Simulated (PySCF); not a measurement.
**2-butyne: proton affinities at several levels**

Structure: `CC#CC` (C4H6). Non-hydrogen atoms are numbered in `[CH3:1][C:2]#[C:3][CH3:4]`.

All levels share the PBE0-D3(BJ)/def2-SVP structures and the PBE0-D3(BJ)/def2-SVP thermal terms; only the single-point energies (PySCF) change. Values are proton affinities (298 K, kJ/mol).

Measured (NIST Chemistry WebBook): proton affinity (−ΔH) 776 kJ/mol.

| level | C2 |
| --- | --- |
| LDA/def2-TZVP | 744 |
| M06-2X/def2-TZVP (grid 3) | 747 |
| PBE0-D3(BJ)/def2-SV(P) | 759 |
| CAM-B3LYP-D3(BJ)/def2-TZVP | 762 |
| LC-ωPBE/def2-TZVP | 765 |
| PBE0-D3(BJ)/ma-def2-SVP | 767 |
| PBE0-D3(BJ)/pcseg-1 | 767 |
| PBE0-D3(BJ)/6-31+G* | 770 |
| BHandHLYP/def2-TZVP | 772 |
| PBE0-D3(BJ)/6-311+G** | 773 |
| PBE0-D3(BJ)/pcseg-2 | 773 |
| PBE0-D3(BJ)/ma-def2-TZVP | 773 |
| PBE0-D3(BJ)/def2-TZVP | 774 |
| PBE0-D3(BJ)/def2-TZVPD | 774 |
| PBE0-D3(BJ)/def2-TZVPP | 775 |
| PBE0-D3(BJ)/6-31G | 775 |
| PBE0-D3(BJ)/6-311++G(2d,2p) | 775 |
| PBE0-D3(BJ)/cc-pVTZ | 776 |
| PBE-D3(BJ)/def2-TZVP | 776 |
| ωB97X-D3(BJ)/def2-TZVP | 776 |
| r2SCAN-D3(BJ)/def2-TZVP (grid 3) | 779 |
| BP86-D3(BJ)/def2-TZVP | 779 |
| BLYP-D3(BJ)/def2-TZVP | 779 |
| PBE0-D3(BJ)/cc-pVDZ | 781 |
| PBE0-D3(BJ)/6-31G* | 782 |
| B97-2/def2-TZVP | 783 |
| HF/def2-TZVP | 787 |
| TPSS-D3(BJ)/def2-TZVP (grid 3) | 788 |
| OPBE/def2-TZVP | 794 |

Hartree-Fock leaves out electron correlation, so its proton affinities can be off by tens of kJ/mol.

The spread: 50 kJ/mol, from 744 to 794.

Note: protonation at a multiple bond is drawn as the open cation; a hydrogen-bridged form may lie lower, and the ion may have rearranged by a hydride shift.
